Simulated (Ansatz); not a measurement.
# Chromium, bcc: convergence with Gaussian smearing

Computed with Ansatz, PBE, scalar-relativistic PAW, on the relaxed cell (a = 2.848 Å; non-magnetic). Errors count from a run at 420 eV on a Γ-centred 25×25×25 mesh with Fermi-Dirac smearing of 0.05 eV, extrapolated to zero width. Fixed here: cutoff 420 eV, mesh 15×15×15.

```
width (eV)  E(σ→0) error (meV/atom)  F error (meV/atom)  P (GPa)  SCF iterations
      0.03                      6.4                 5.9    -0.14              16
       0.1                      5.7                 2.8    -0.03              15
       0.2                      4.4                -4.6     0.10              14
       0.3                      3.1               -15.2     0.23              14
       0.6                      6.0               -69.5     1.08              15
       1.0                     47.1              -224.9     4.85              15
```

Task: What does the run at 0.01 give (width)?

Result: E(σ→0) error (meV/atom): 6.5; F error (meV/atom): 6.4; P (GPa): -0.16; SCF iterations: 44.
